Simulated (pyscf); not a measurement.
Structures and frequencies: ωB97X-D3(BJ)/def2-SVP in PySCF. MP2 and CC: frozen core, UHF for open shells. ΔMP2 is the change of the MP2 total energy from the triple- to the quadruple-zeta basis.

Task: What is the homolytic dissociation enthalpy (298 K, CCSD(T)/def2-TZVPP + ΔMP2(QZVPP)) of the C–Si bond of `[BH2][CH2][SiH3]`, to H₂B–CH₂• + SiH₃•?

Result: C–Si to H₂B–CH₂• + SiH₃•: 82.3 kcal/mol. The radicals are drawn with the spin at the cut bond; how far it spreads was not checked. Other isomers of H₂B–CH₂• were not searched in full and may lie lower. The CCSD(T) − MP2 part came from Ansatz, without density fitting, on the same reference.
